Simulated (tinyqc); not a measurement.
The integration grid: Kohn-Sham B3LYP on finer and finer grids in the sto-6g basis, for LiF, spin multiplicity 1. Computed by the program tinyqc with PySCF. Command: `OMP_NUM_THREADS=1 python tinyqc.py 112640 112641 out.jsonl`; one thread of a shared host (Intel(R) Xeon(R) Processor @ 2.60GHz), about 6 s.

Geometry (angstrom):
```
atom       x       y       z
Li    0.0000  0.0000  0.0000
F     0.0000  0.0000  1.5540
```

Self-consistent on each grid; the net force on the molecule should vanish.

Kohn-Sham energy on Becke grids (radial x angular points per atom):
```
grid       points  residual of the electron count  E (hartree)  E - finest (mhartree)  largest net force without grid terms (hartree/bohr)
10 x 14       273                       -2.18e-01  -106.821734              21.735287                                             2.13e-01
15 x 26       770                       -1.22e-01  -106.780175              63.294101                                             8.42e-02
20 x 50      1987                        1.31e-02  -106.849614              -6.145054                                             2.15e-02
30 x 86      5140                        1.94e-03  -106.843439               0.030227                                             3.80e-03
50 x 194    19365                       -1.71e-05  -106.843458               0.010888                                             3.38e-04
75 x 302    45224                        6.11e-06  -106.843471              -0.001796                                             6.09e-05
120 x 590  141424                        5.93e-08  -106.843469               0.000000                                             8.82e-06
```

The energy is within 0.1 mhartree of the finest grid first at 30 x 86. The error has both signs, since quadrature is not variational. The electron count and the net force are cheap signs of a poor grid.
